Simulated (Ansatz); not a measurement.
**C3H6O2: small, medium and large basis sets**

How large a basis does C3H6O2 need? Two functionals are run in growing sets.

Method: one geometry, several basis sets; program: Ansatz 0.2.0, Gaussian basis.

Plan: PBE0-D4/def2-SVP; ωB97M-V/def2-SVP; PBE0-D4/def2-QZVPP; ωB97M-V/def2-QZVPP; the functionals' def2-TZVPP values are taken from earlier runs.

## (1) Structure used throughout

An earlier PBE0-D4 in a triple-zeta def2 set relaxation fixed the geometry.

11 atoms, charge 0, spin multiplicity 1.

Atoms are counted from 1 here; the program's logs count them from 0.

Bond lengths: C1–C2 1.542 Å, C1–O5 1.415 Å, C1–H6 1.096 Å, C1–H7 1.091 Å, C2–O3 1.414 Å, C2–H8 1.091 Å, C2–H9 1.097 Å, O3–C4 1.397 Å, C4–O5 1.398 Å, C4–H10 1.105 Å, C4–H11 1.091 Å. Angles: C2–C1–O5 104.2°, C2–C1–H6 111.3°, C2–C1–H7 113.3°, O5–C1–H6 110.7°, O5–C1–H7 108.2°, H6–C1–H7 108.9°, C1–C2–O3 104.2°, C1–C2–H8 113.4°, C1–C2–H9 111.3°, O3–C2–H8 108.2°, O3–C2–H9 110.7°, H8–C2–H9 109.0°, C2–O3–C4 104.9°, O3–C4–O5 106.3°, O3–C4–H10 110.4°, O3–C4–H11 109.5°, O5–C4–H10 110.4°, O5–C4–H11 109.5° and more.

## (2) PBE0-D4 in def2-SVP

Contents of in.yaml:

```yaml
crystal:
  periodic: [false, false, false]
  atoms:
    - {symbol: C, position_ang: [0.031835, 0.987523, -0.430170]}
    - {symbol: C, position_ang: [-0.038990, -0.455439, -0.969188]}
    - {symbol: O, position_ang: [-0.455969, -1.220809, 0.144773]}
    - {symbol: C, position_ang: [-0.069192, -0.473846, 1.260021]}
    - {symbol: O, position_ang: [-0.308945, 0.864975, 0.938077]}
    - {symbol: H, position_ang: [1.038440, 1.406748, -0.543637]}
    - {symbol: H, position_ang: [-0.686642, 1.659881, -0.901028]}
    - {symbol: H, position_ang: [-0.772123, -0.585160, -1.766000]}
    - {symbol: H, position_ang: [0.940386, -0.794680, -1.327572]}
    - {symbol: H, position_ang: [1.002494, -0.632408, 1.477671]}
    - {symbol: H, position_ang: [-0.681285, -0.756783, 2.117052]}
basis:
  gaussian: {orbitals: def2-SVP}
hamiltonian: {xc: pbe0, dispersion: d4}
output: {orbitals: {seedname: orbitals}}
```

On the command line:

```sh
$ ansatz run in.yaml --threads 4 --pin off --events-out ev --progress --plain --max-ram 10444MiB
```

Further steps of the session: ωB97M-V in def2-SVP; PBE0-D4 in def2-QZVPP; ωB97M-V in def2-QZVPP.

**Question.** What will the summary of the whole plan be? Wanted: PBE0-D4: double and triple zeta above quadruple; ωB97M-V: double and triple zeta above quadruple.

**Answer**, as computed:

| quantity | value |
| --- | --- |
| PBE0-D4: double and triple zeta above quadruple | 8.82, 0.41 eV |
| ωB97M-V: double and triple zeta above quadruple | 9.10, 0.39 eV |

**Reading.** For PBE0-D4 the step from double to triple zeta gains 8.41 eV and the next only 0.41 eV. These are total energies; as a rule much of such shifts cancels in differences, which this series doesn't test. The LUMO of ωB97M-V is positive and keeps falling with the basis (3.49 to 1.95 eV): an unbound level that the basis holds in place.
